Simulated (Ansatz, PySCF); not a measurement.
Process, species as SMILES: C#C (C2H2) [acetylene] -> C#C (C2H2) as doublet, charge +1 + e-

Property: adiabatic ionisation energy (0 K, with zero-point energies), in eV. Terms: six Cartesian d functions in 6-31G* and its kin unless marked 5d; non-relativistic; no dispersion term unless named; 6-311+G** with 5d; LANL2DZ all-electron up to Ne; frozen cores in correlated levels; spin-orbit terms left out; open shells spin-unrestricted. CBS(X,Y): correlation extrapolated as X^-3; Hartree-Fock from the larger set. Ab initio and DFT rows: single points at B3LYP-D3(BJ) geometries (Ansatz, a quantum-chemistry and plane-wave program), with unscaled harmonic terms from B3LYP/6-31G* at its own minima.

Measured values: CCCBDB table in ASE; they hold spin-orbit and core effects. 

Value to compare with, the measured value: 11.40 eV.

| level | program | adiabatic ionisation energy (0 K, with zero-point energies) (eV) | error |
|---|---|---|---|
| HF/3-21G | Ansatz | 10.06 | -1.34 |
| PBE/3-21G | Ansatz | 11.32 | -0.08 |
| PBE/6-31G* | Ansatz | 10.97 | -0.43 |
| B3LYP/STO-3G | Ansatz | 10.26 | -1.14 |
| B3LYP/3-21G | Ansatz | 11.31 | -0.09 |
| B3LYP/6-31G* | Ansatz | 10.97 | -0.43 |
| B3LYP/6-31G** | Ansatz | 10.98 | -0.42 |
| B3LYP/6-311+G** | Ansatz | 11.27 | -0.13 |
| PBE0/6-311+G** | Ansatz | 11.18 | -0.22 |
| M06-2X/6-311+G** | PySCF | 11.28 | -0.12 |
| MP2/STO-3G | Ansatz | 9.76 | -1.64 |
| MP2/LANL2DZ | Ansatz | 11.01 | -0.39 |
| B3PW91/6-31G* (5d) | PySCF | 11.01 | -0.39 |
| M06-2X/def2-TZVPD | PySCF | 11.25 | -0.15 |
| CCSD(T)/CBS(def2-TZVPPD,def2-QZVPPD) | Ansatz | 11.39 | -0.01 |

Among the 13 habitual levels, MP2/STO-3G lies farthest from the measured value (-1.64 eV); 0 of 13 lie above it, and their mean absolute error is 0.52 eV, the median 0.39. One case shows no general order.

The levels are drawn from those run, B3LYP/6-31G* more often than the rest, none by its result; runs whose electronic state is in doubt are left out.
